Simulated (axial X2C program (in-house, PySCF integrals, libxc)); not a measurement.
# OLi⁺: properties at the nuclei

Wanted for OLi⁺: properties at the nuclei, at the two-component level.

Computed with an in-house X2C program for linear molecules on PySCF integrals. Level: two-component X2C with atomic mean-field terms, O dyall-av3z, Li dyall-cv3z.

All values are calculated.

## (1) Set-up

The input, task.json:

```json
{"zs": [8, 3], "q": 1, "bas": ["dyall-av3z", "dyall-cv3z"], "r0": 1.81, "levels": ["PBE0", "HF", "B3LYP", "r2SCAN", "LDA"], "nst": 3}
```

Keys: zs atomic numbers; q charge; bas basis sets; r0 starting distance in Å; levels methods (HF also brings MP2); nst determinants followed.

On the command line:

```sh
python soeom.py task.json out
```

Nuclei are Gaussian, cores are contracted, and the Gaunt term is on.

## (2) Expectation values, lowest determinant

R = 2.080 Å. State: Ω = 1 (excess of +ω over −ω: ω = -1/2, ω = 3/2).

Output of the PBE0 run:

```text
two-component X2C + atomic mean field  PBE0
basis functions 95  fitting functions 469  grid points 4361
iter        total energy     max residual
   1        -82.353686330     7.74e-07
   2        -82.353686330     5.37e-07
converged
one-electron -122.39716762  Coulomb 44.02340990  exact exchange -2.46102545  xc functional -7.62033289  nuclear repulsion 6.10589090  atomic mean-field constant -0.00446116
```

The highest occupied spinor is 95% O p, 3% Li p.

| level | Eeff magnitude (GV/cm) | Ws magnitude O (kHz) | A∥/gI O (MHz) | qzz O (a.u.) | A∥/gI Li (MHz) | qzz Li (a.u.) |
| --- | --- | --- | --- | --- | --- | --- |
| PBE0 | 0.00189 | 0.000663 | -196 | -3.34 | 0.135 | -0.02 |
| HF | 0.00312 | 0.00114 | -120 | -3.22 | -0.921 | -0.01 |
| B3LYP | 0.0018 | 0.000619 | -184 | -3.39 | -0.148 | -0.02 |
| r2SCAN | 0.00221 | 0.000776 | -174 | -3.36 | -1.11 | -0.02 |
| LDA | 0.00182 | 0.000633 | -236 | -3.34 | -0.684 | -0.02 |

Eeff is the effective electric field on the electron dipole moment in this Ω state and Ws the scalar–pseudoscalar constant (defined with the proton number Z and per Ω); A∥ is the parallel hyperfine constant, which follows by multiplying with the nuclear g factor gI = μI/(I μN); qzz is the electric field gradient, eQq0 = 234.96 MHz × Q/barn × qzz. The operators were transformed with the bare-nucleus X2C matrices.

## (3) Expectation values, a higher determinant

R = 2.080 Å. State: Ω = 2 (excess of +ω over −ω: ω = 1/2, ω = 3/2), 0.71 eV above the lowest in the PBE0 search for states (made at or near this distance, with looser thresholds).

Output of the PBE0 run:

```text
two-component X2C + atomic mean field  PBE0
basis functions 95  fitting functions 469  grid points 4361
iter        total energy     max residual
   1        -82.327559267     2.66e-06
   2        -82.327559268     1.81e-06
converged
one-electron -122.36771524  Coulomb 43.99350252  exact exchange -2.45547303  xc functional -7.59930325  nuclear repulsion 6.10589090  atomic mean-field constant -0.00446116
```

The highest occupied spinor is 97% O p.

| level | Eeff magnitude (GV/cm) | Ws magnitude O (kHz) | A∥/gI O (MHz) | qzz O (a.u.) | A∥/gI Li (MHz) | qzz Li (a.u.) |
| --- | --- | --- | --- | --- | --- | --- |
| PBE0 | 0.0227 | 0.00466 | 282 | 1.98 | 5.62 | 0.00 |
| HF | 0.0236 | 0.00482 | 298 | 1.91 | 4.85 | 0.00 |
| B3LYP | 0.0226 | 0.00463 | 290 | 2.01 | 6.48 | 0.00 |
| r2SCAN | 0.0242 | 0.00494 | 293 | 1.93 | 5.85 | 0.00 |
| LDA | 0.0222 | 0.00454 | 265 | 2.01 | 5.5 | 0.00 |

## (4) Expectation values, a higher determinant

R = 2.080 Å. State: Ω = 1 (excess of +ω over −ω: 2 × ω = 1/2), 1.43 eV above the lowest in the PBE0 search for states (made at or near this distance, with looser thresholds).

Output of the PBE0 run:

```text
two-component X2C + atomic mean field  PBE0
basis functions 95  fitting functions 469  grid points 4361
iter        total energy     max residual
   1        -82.301025459     1.10e-05
   2        -82.301025460     6.72e-06
converged
one-electron -122.32720965  Coulomb 43.94914970  exact exchange -2.44523532  xc functional -7.57915991  nuclear repulsion 6.10589090  atomic mean-field constant -0.00446116
```

The highest occupied spinor is 98% O p.

| level | Eeff magnitude (GV/cm) | Ws magnitude O (kHz) | A∥/gI O (MHz) | qzz O (a.u.) | A∥/gI Li (MHz) | qzz Li (a.u.) |
| --- | --- | --- | --- | --- | --- | --- |
| PBE0 | 0.0229 | 0.0092 | 782 | 2.03 | 9.55 | 0.00 |
| HF | 0.0235 | 0.00943 | 754 | 2.01 | 8.52 | 0.00 |
| B3LYP | 0.0231 | 0.00927 | 794 | 2.06 | 11.2 | 0.00 |
| r2SCAN | 0.0236 | 0.00942 | 759 | 1.98 | 10.4 | 0.00 |
| LDA | 0.023 | 0.00922 | 802 | 2.10 | 9.56 | 0.00 |

## (5) What came out

| quantity | value |
| --- | --- |
| lowest determinant | Ω = 1 (excess of +ω over −ω: ω = -1/2, ω = 3/2) |
| Eeff magnitude (GV/cm), PBE0 | 0.00189 |
| Ws magnitude O (kHz), PBE0 | 0.000663 |
| A∥/gI O (MHz), PBE0 | -196 |
| qzz O (a.u.), PBE0 | -3.34 |
| higher determinant | Ω = 2 (excess of +ω over −ω: ω = 1/2, ω = 3/2) |
| Eeff magnitude (GV/cm), PBE0, higher determinant | 0.0227 |
| Ws magnitude O (kHz), PBE0, higher determinant | 0.00466 |
| A∥/gI O (MHz), PBE0, higher determinant | 282 |
| qzz O (a.u.), PBE0, higher determinant | 1.98 |
| higher determinant | Ω = 1 (excess of +ω over −ω: 2 × ω = 1/2) |
| Eeff magnitude (GV/cm), PBE0, higher determinant | 0.0229 |
| Ws magnitude O (kHz), PBE0, higher determinant | 0.0092 |
| A∥/gI O (MHz), PBE0, higher determinant | 782 |
| qzz O (a.u.), PBE0, higher determinant | 2.03 |

In words: In the first state, the effective field runs from 0.0018 to 0.00312 GV/cm over the mean-field levels. The expectation values come from single determinants, which for open shells can mix terms of unlike spin or miss the lowest Ω, so a determinant need not be a state. Eeff is the effective electric field on the electron dipole moment in this Ω state and Ws the scalar–pseudoscalar constant (defined with the proton number Z and per Ω); A∥ is the parallel hyperfine constant, which follows by multiplying with the nuclear g factor gI = μI/(I μN); qzz is the electric field gradient, eQq0 = 234.96 MHz × Q/barn × qzz. The operators were transformed with the bare-nucleus X2C matrices.
